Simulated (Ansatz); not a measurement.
A made-up structure of C$_{2}$H$_{5}$Si, doublet:

C1  (-0.679, 0.323, -0.414)
C2  (0.744, 0.380, 0.196)
Si3  (-0.383, -0.868, 0.974)
H4  (-0.766, -0.060, -1.427)
H5  (-1.292, 1.202, -0.249)
H6  (-1.718, 0.522, -0.353)
H7  (1.563, 0.033, -0.428)
H8  (-0.173, -2.304, 0.619)
(Å)

It is relaxed with PBE-D4/def2-SVP and then PBE0-D4/def2-TZVP (Ansatz 0.2.0). Atoms count as bonded within 1.22 times the sum of their covalent radii (H–H: 0.88 Å). The end point is not checked to be a true minimum.

(1) Does its bonding change? (Judge from chemistry; the calculation decides.)

## Answers

(1) Computed: Yes. Formed: none; broken: C1–Si3, H5–H6.

Where it ends: The first stage lowers the energy by 5.04 eV in 17 steps. It ends as C₂H₅Si ([CH3][CH][SiH]):
C1  (-0.789, 0.438, -0.690)
C2  (0.410, -0.069, 0.034)
Si3  (0.380, -1.199, 1.411)
H4  (-0.641, 0.300, -1.770)
H5  (-0.941, 1.513, -0.540)
H6  (-1.704, -0.088, -0.411)
H7  (1.328, 0.482, -0.175)
H8  (-0.747, -2.150, 1.059)
(Å)

Labels in which every atom is bracketed show which atoms are joined, not bond orders.

For scale, one of the runs: PBE0-D4/def2-TZVP relaxation, 129 basis functions, launched by `ansatz run in.yaml --threads 2 --pin off --events-out ev --progress --plain --max-ram 4352MiB`. Hardware: 2 CPU threads of an Arm Neoverse V2, shared host. Wall time about 36 s.
